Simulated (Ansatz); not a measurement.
Compare A (`N#CC=O`) with its isomer B (`N=C=C=O`).

Isolated molecules relaxed with PBE0-D4/def2-TZVP in Ansatz; ΔE leaves out vibrations. CBS: MP2 limit from def2 TZ/QZ plus the TZ coupled-cluster correction, frozen cores. Functionals use def2-TZVPP. B3LYP here is the variant with VWN-RPA as its local correlation; programs differ in this. One conformer a species, not always the lowest.

A:

```xyz
5

N    -1.915    0.613    0.167
C    -0.821    0.277    0.052
C     0.568   -0.183   -0.048
O     1.297    0.169   -0.926
H     0.871   -0.876    0.754
```

B:

Z-matrix (Å, degrees):
```
N
C 1 1.250
H 1 1.024 2 110.6
C 2 1.359 1 136.7 3 -180.0
O 4 1.159 2 154.6 1 -180.0
```

**Question.** Which isomer does CCSD(T)/CBS put lower? Give the gap. (An estimate is asked.)

**Answer.** The calculation gave: A, by 151.7 kJ/mol.

**Question.** Give E(B) − E(A) in kJ/mol with PBE0-D4, CCSD(T)/def2-TZVPP, MP2/def2-TZVPP, PBE-D4, B3LYP, CCSD/def2-TZVPP, B2PLYP. (An estimate is asked.)

**Answer.** The calculation gave: PBE0-D4 131.7, CCSD(T)/def2-TZVPP 153.8, MP2/def2-TZVPP 166.2, PBE-D4 110.5, B3LYP 133.1, CCSD/def2-TZVPP 166.5, B2PLYP 146.5. None reverses the order clearly.

**Question.** Does the order hold for the free energy at 298.15 K (harmonic terms from PBE0-D4)? (Estimate.)

**Answer.** The calculation gave: Yes: G(B) − G(A) = +150.2 kJ/mol, for one conformer each.

Largest T1 diagnostic: 0.019.

From PBE to PBE0 (25 % exact exchange), in def2-TZVPP and without D4, E(B) − E(A) moves by +21.2 kJ/mol. In def2-TZVPP, CCSD(T) changes the Hartree–Fock value by −41.0 kJ/mol (the triples alone add −12.7 kJ/mol) and MP2 by −28.7 kJ/mol.
